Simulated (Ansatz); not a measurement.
# AlH2O2 radical (SMILES [OH][Al][OH]): functionals against CCSD(T) at one geometry

Aim: energy, forces and dipole at a structure displaced at random from a GFN2-xTB minimum, from CCSD(T) and from density functionals.

Method: single points in def2-TZVPP; program: Ansatz 0.2.0, Gaussian basis.

Correlated methods freeze the cores. Orbitals are unrestricted.

### 1 Where the work starts

SMILES `[OH][Al][OH]`, 5 atoms, charge 0, spin multiplicity 2.

Atoms are counted from 1 here; the program's logs count them from 0.

Bond lengths: O1–Al2 1.467 Å, O1–H4 0.966 Å, Al2–O3 1.840 Å, O3–H5 0.848 Å. Angles: Al2–O1–H4 168.9°, O1–Al2–O3 157.8°, Al2–O3–H5 164.3°.

As a file:

```
O    -1.47950   -0.10700   -0.29130
Al   -0.11000   -0.33490    0.18280
O     1.69190   -0.02740    0.39700
H    -2.29740    0.11130   -0.75610
H     2.52470    0.07050    0.26890
```

### 2 CCSD(T)/def2-TZVPP

The input, run/in.yaml:

```yaml
crystal:
  periodic: [false, false, false]
  atoms:
    - {symbol: O, position_ang: [-1.479500, -0.107000, -0.291300]}
    - {symbol: Al, position_ang: [-0.110000, -0.334900, 0.182800]}
    - {symbol: O, position_ang: [1.691900, -0.027400, 0.397000]}
    - {symbol: H, position_ang: [-2.297400, 0.111300, -0.756100]}
    - {symbol: H, position_ang: [2.524700, 0.070500, 0.268900]}
basis:
  gaussian: {orbitals: def2-TZVPP}
magnetization: {spin_polarized: true, initial_magnetization: 1}
correlation: {method: ccsd_t}
scf: {omitted_lower_state_checks: [cluster_reference]}
output: {forces: true}
```

The command line of these runs was not kept.

### 3 PBE0-D4/def2-TZVPP

run/in.yaml, as its differences from that of step 2:

```diff
@@ -11,4 +11,3 @@
 magnetization: {spin_polarized: true, initial_magnetization: 1}
-correlation: {method: ccsd_t}
-scf: {omitted_lower_state_checks: [cluster_reference]}
-output: {forces: true}
+hamiltonian: {xc: pbe0, dispersion: d4}
+output: {forces: true, orbitals: {seedname: orbitals}}
```

### 4 wB97M-V/def2-TZVPP

run/in.yaml, as its differences from that of step 3:

```diff
@@ -11,3 +11,3 @@
 magnetization: {spin_polarized: true, initial_magnetization: 1}
-hamiltonian: {xc: pbe0, dispersion: d4}
-output: {forces: true, orbitals: {seedname: orbitals}}
+hamiltonian: {xc: {name: wB97M-V}}
+output: {forces: true}
```

### 5 r2SCAN-D4/def2-TZVPP

run/in.yaml, as its differences from that of step 4:

```diff
@@ -11,3 +11,3 @@
 magnetization: {spin_polarized: true, initial_magnetization: 1}
-hamiltonian: {xc: {name: wB97M-V}}
+hamiltonian: {xc: r2scan, dispersion: d4}
 output: {forces: true}
```

### 6 PBE-D4/def2-TZVPP

run/in.yaml, as its differences from that of step 5:

```diff
@@ -11,3 +11,3 @@
 magnetization: {spin_polarized: true, initial_magnetization: 1}
-hamiltonian: {xc: r2scan, dispersion: d4}
+hamiltonian: {xc: pbe, dispersion: d4}
 output: {forces: true}
```

### 7 CAM-B3LYP-D4/def2-TZVPP

run/in.yaml, as its differences from that of step 6:

```diff
@@ -11,3 +11,3 @@
 magnetization: {spin_polarized: true, initial_magnetization: 1}
-hamiltonian: {xc: pbe, dispersion: d4}
+hamiltonian: {xc: {name: CAM-B3LYP}, dispersion: d4}
 output: {forces: true}
```

### 8 BHLYP-D4/def2-TZVPP

run/in.yaml, as its differences from that of step 7:

```diff
@@ -11,3 +11,3 @@
 magnetization: {spin_polarized: true, initial_magnetization: 1}
-hamiltonian: {xc: {name: CAM-B3LYP}, dispersion: d4}
+hamiltonian: {xc: {name: BHLYP}, dispersion: d4}
 output: {forces: true}
```

(Steps that only read results are left out.)

Before running it: what results should come out? Wanted: energy less free atoms, CCSD(T)/def2-TZVPP; RMS force component; RMS force error; HOMO and LUMO, PBE0-D4; T1 diagnostic.

**Answer**, as computed:

| quantity | value |
| --- | --- |
| energy less free atoms, CCSD(T)/def2-TZVPP | -1521.4 kJ/mol |
| RMS force component | 5.592 to 5.771 eV/Å over the methods |
| RMS force error | PBE0-D4 0.148, wB97M-V 0.135, r2SCAN-D4 0.122, PBE-D4 0.274, CAM-B3LYP-D4 0.172, BHLYP-D4 0.246 eV/Å |
| HOMO and LUMO, PBE0-D4 | -4.89 and -1.77 eV |
| T1 diagnostic | 0.017 |

What this shows: Against CCSD(T) the functionals' energies less atoms differ by -88.5 to +35.1 kJ/mol, PBE-D4 by -88.5 kJ/mol. CCSD(T) in triple zeta still lacks some correlation energy of the bonds, so part of these gaps is its own basis error and they don't rank the functionals. On forces the order runs from r2SCAN-D4 to PBE-D4. Frozen-core CCSD(T) forces in triple zeta carry basis errors of their own, and this is one geometry, so small gaps rank nothing.
